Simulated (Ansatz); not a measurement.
## Two structures, one formula

Two relaxed structures of CH5SSi (charge -1), singlet (PBE0-D4/def2-TZVPD; forces vanish, vibrations not checked).

A:

```tsv
atom	x (Å)	y (Å)	z (Å)
C1	-0.9490	1.0113	-0.2928
S2	-0.7451	-0.3830	0.6474
Si3	1.0980	-1.4976	-0.1258
H4	-1.8950	1.5135	-0.0984
H5	-0.2880	-0.1413	1.9446
H6	-0.0808	1.6627	-0.3708
H7	2.0781	-0.4391	0.4081
H8	1.1226	-2.2973	1.1935
```

B:

```tsv
atom	x (Å)	y (Å)	z (Å)
C1	0.4233	-0.7007	0.3483
S2	1.1737	0.2441	1.7189
Si3	-0.5117	0.6085	-0.5686
H4	-1.2616	0.1018	-1.7990
H5	0.3842	1.6721	-1.1043
H6	-1.5733	1.2355	0.2685
H7	1.1715	-1.1764	-0.2980
H8	-0.2496	-1.4934	0.6986
```

Program: Ansatz 0.2.0. Basis: def2-TZVPPD. Cores are frozen in the correlated methods. B3LYP uses VWN-RPA correlation.

(1) Which structure is lower at CCSD(T), and by how much? (An estimate is asked for; the value comes from the calculation.)

No T1 diagnostic of these runs exceeds 0.016.

## Answers

(1) By the calculation: B, by 57.25 kcal/mol (electronic energy, against the other). By their contacts, A is CH₅SSi ([CH2][SH][SiH2]), total charge -1 and B is CH₅SSi ([SiH3][CH2][S]), total charge -1.

All methods give the same order:

| method | E(B) − E(A) (kcal/mol) |
| --- | --- |
| PBE-D4 | -49.74 |
| r2SCAN-D4 | -54.30 |
| PBE0-D4 | -53.69 |
| B3LYP-D4 | -54.31 |
| wB97M-V | -56.26 |
| HF | -65.37 |
| MP2 | -59.51 |
| CCSD | -58.52 |
| CCSD(T) | -57.25 |

Labels in which every atom is bracketed show which atoms are joined, not bond orders.

For scale, one of the runs: CCSD(T)/def2-TZVPPD, 221 basis functions, launched by `ansatz run in.yaml --threads 2 --pin off --events-out ev --progress --plain --max-ram 4352MiB`. Hardware: 2 CPU threads of an Intel Xeon Platinum 8488C, shared host. Wall time 48 s; peak host memory 3.2 GiB.
